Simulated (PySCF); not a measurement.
Ionising C₂

PBE; PySCF, no relativity, basis sets C aug-pcseg-1. Neutral (UKS): triplet (σ ↑, π ↑), Re = 1.319 Å, ωe = 1653 cm⁻¹, De = 6.80 eV, HOMO -7.69 eV, LUMO -7.15 eV.

C₂⁻ (UKS): doublet (σ ↑), Re = 1.277 Å, ωe = 1802 cm⁻¹, De = 8.61 eV to C + C⁻. The energies at the minima are -75.80927 hartree for C2 and -75.93476 for C₂⁻.

Question: Work out the adiabatic electron affinity, without and with harmonic zero-point energies (1 hartree = 27.2114 eV, 1 eV = 8065.5 cm⁻¹), and the change of the bond length.

Answer: At PBE: 0.12549 hartree = 3.415 eV between the minima; the zero-point term (1653.0 − 1802.0)/2 cm⁻¹ = -0.009 eV makes it 3.406 eV. Re changes by -4.2 pm against the neutral. The electron enters a π orbital; the charge polarises the partner, so the anion is bound more strongly.

The highest Kohn–Sham level is positive in this anion. Much of that is self-interaction error, but it also means that the finite basis helps to hold the extra electron. States were picked by a PBE0 search and need not be the measured ground states.
